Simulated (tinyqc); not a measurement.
Inside a calculation. Method: Hueckel theory of the pi electrons with the omega technique, for the molecule NC=CCl (SMILES; centres numbered as the heavy atoms are written). One step of it, computed by the program tinyqc.

Task: Omega technique, round 1. h_r = h_r(0) + omega q_r, omega = 1.4, with q_r = z_r - P_rr; 0.5 of the old diagonal is kept.

Hueckel matrix in units of beta (H = alpha + beta A):
```
           1N        2C        3C       4Cl
1N   1.500000  0.800000  0.000000  0.000000
2C   0.800000  0.000000  1.000000  0.000000
3C   0.000000  1.000000  0.000000  0.400000
4Cl  0.000000  0.000000  0.400000  2.000000
```

charge and bond-order matrix P:
```
            1N         2C         3C        4Cl
1N    1.905657   0.312588  -0.284205   0.036082
2C    0.312588   0.964300   0.941659  -0.119551
3C   -0.284205   0.941659   1.143843   0.108696
4Cl   0.036082  -0.119551   0.108696   1.986200
```

Centres:
```
centre  z_r, pi electrons of the neutral centre         h
1N                                            2  1.500000
2C                                            1  0.000000
3C                                            1  0.000000
4Cl                                           2  2.000000
```

Give: matrix after round 1.

Result:

matrix after round 1:
```
         1N      2C       3C     4Cl
1N   1.5660  0.8000   0.0000  0.0000
2C   0.8000  0.0250   1.0000  0.0000
3C   0.0000  1.0000  -0.1007  0.4000
4Cl  0.0000  0.0000   0.4000  2.0097
```
